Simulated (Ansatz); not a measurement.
Harmonic frequencies (cm⁻¹) at PBE0-D4/def2-TZVP from Ansatz: 776, 776, 2223, 3457.

**Question.** Which molecule is it?
A. `C#N`
B. `F[SiH](F)F`
C. CH₃OH
D. HCl

**Answer.** A.
